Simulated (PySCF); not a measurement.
Gas-phase reaction: 2 AlHCl2 + NH3 → AlCl2NH2 + 2 HCl + AlH

Computed with PySCF and rigid-rotor harmonic-oscillator thermochemistry at 1 bar. † marks an energy on the PBE0/def2-TZVP geometry and frequencies; other levels use their own. CCSD(T) freezes the core. 6-31G* has spherical d functions here. All species are closed-shell singlets. B3LYP is the form with VWN-RPA correlation. AlHCl2, AlCl2NH2: computed as isolated molecules; such fragments, hydroxides, amides, oligomers or adducts are transient or little studied in the gas. CCSD(T) isn't extrapolated to the basis-set limit.

CCSD(T)/def2-SVP† gives ΔH°(298 K) = 329 kJ.

Q: What do LDA/def2-TZVP†, PBE0/def2-SVP†, B3LYP/6-31G* give?

A: LDA/def2-TZVP†: 346 kJ; PBE0/def2-SVP†: 351 kJ; B3LYP/6-31G*: 343 kJ. For scale, ΔH°(298 K) is 329 kJ at this level, 338 kJ at ωB97M-V/def2-TZVP†, and runs from 319 to 537 kJ over the 20 levels computed.
